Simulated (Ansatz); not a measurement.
# C3H5NO: a ladder of functionals and wavefunction methods

The task here is to estimate one member of a computed series from the others.

The runs use Ansatz 0.2.0, Gaussian basis; functionals in def2-TZVPP, the program's frozen cores in correlated methods.

The runs, in order: PBE-D4, r2SCAN-D4, PBE0-D4, B3LYP-D4, ωB97X-V, ωB97M-V, B2PLYP; CCSD(T)/def2-TZVPP; CCSD(T)/def2-QZVPP; extrapolation to the limit.

### The relaxed structure

All runs share one geometry, relaxed beforehand with PBE0-D4 in a triple-zeta def2 set.

SMILES `COCC#N`, 10 atoms, charge 0, spin multiplicity 1.

Atoms are counted from 1 here; the program's logs count them from 0.

Bond lengths: C1–O2 1.410 Å, C1–H6 1.096 Å, C1–H7 1.098 Å, C1–H8 1.089 Å, O2–C3 1.392 Å, C3–C4 1.471 Å, C3–H9 1.092 Å, C3–H10 1.100 Å, C4–N5 1.149 Å. Angles: O2–C1–H6 111.5°, O2–C1–H7 111.1°, O2–C1–H8 106.8°, H6–C1–H7 109.0°, H6–C1–H8 109.2°, H7–C1–H8 109.2°, C1–O2–C3 113.3°, O2–C3–C4 113.0°, O2–C3–H9 107.5°, O2–C3–H10 111.9°, C4–C3–H9 108.4°, C4–C3–H10 107.8°, H9–C3–H10 108.1°, C3–C4–N5 179.1°.

Coordinates:

```xyz
10
C3H5NO
C    -0.7702   -0.1576    1.1150
O    -0.2963    0.9101    0.3245
C     0.7462    0.5467   -0.5232
C     0.3352   -0.4092   -1.5627
N     0.0037   -1.1645   -2.3628
H    -1.1935   -0.9575    0.4967
H     0.0322   -0.5739    1.7377
H    -1.5492    0.2484    1.7580
H     1.1041    1.4556   -1.0115
H     1.5878    0.1017    0.0282
```

Set-up of the first run:

in.yaml

```yaml
crystal:
  periodic: [false, false, false]
  atoms:
    - {symbol: C, position_ang: [-0.770180, -0.157560, 1.115011]}
    - {symbol: O, position_ang: [-0.296348, 0.910124, 0.324534]}
    - {symbol: C, position_ang: [0.746184, 0.546694, -0.523159]}
    - {symbol: C, position_ang: [0.335178, -0.409191, -1.562741]}
    - {symbol: N, position_ang: [0.003742, -1.164460, -2.362792]}
    - {symbol: H, position_ang: [-1.193530, -0.957462, 0.496690]}
    - {symbol: H, position_ang: [0.032183, -0.573877, 1.737720]}
    - {symbol: H, position_ang: [-1.549186, 0.248420, 1.758048]}
    - {symbol: H, position_ang: [1.104100, 1.455554, -1.011536]}
    - {symbol: H, position_ang: [1.587838, 0.101747, 0.028227]}
basis:
  gaussian: {orbitals: def2-TZVPP}
hamiltonian: {xc: pbe, dispersion: d4}
output: {forces: true, orbitals: {seedname: orbitals}}
```

Command:

```bash
$ ansatz run in.yaml --threads 2 --pin off --events-out ev --progress --plain --max-ram 32768MiB --backend cpu
```

Steps of the session up to this table: PBE-D4 (GGA); r2SCAN-D4 (meta-GGA); PBE0-D4 (hybrid); B3LYP-D4 (hybrid); ωB97X-V (range-separated); ωB97M-V (range-separated); B2PLYP (double hybrid); CCSD(T) in def2-TZVPP; CCSD(T) in def2-QZVPP.

One table of the session follows, with a row left open; its other results are not shown here.

| method | atoms, summed (eV) | atomisation energy (kJ/mol) |
| --- | --- | --- |
| PBE-D4 | -6678.431 | 4301.0 |
| r2SCAN-D4 | -6684.151 | 4152.7 |
| PBE0-D4 | ? | ? |
| B3LYP-D4 | -6688.272 | 4164.4 |
| ωB97X-V | -6685.755 | 4163.3 |
| ωB97M-V | -6685.280 | 4171.5 |
| B2PLYP | -6682.990 | 4129.4 |
| HF/def2-TZVPP | -6661.207 | 2884.9 |
| MP2/def2-TZVPP | -6673.041 | 4143.3 |
| CCSD/def2-TZVPP | -6675.596 | 3960.5 |
| CCSD(T)/def2-TZVPP | -6675.901 | 4039.3 |
| MP2/CBS | -6675.214 | 4253.5 |
| CCSD(T)/CBS | -6677.823 | 4145.5 |

**Question.** Estimate the row for PBE0-D4.

As computed: atoms, summed (eV): -6679.952; atomisation energy (kJ/mol): 4178.2. In the column «atoms, summed (eV)» it lies between B2PLYP (-6682.990) and PBE-D4 (-6678.431).

Limits of these values: Free atoms (3 C, 1 O, 1 N, 5 H) were run apart at each level; the atomisation energy is their sum less the molecule, without zero-point or spin-orbit terms.
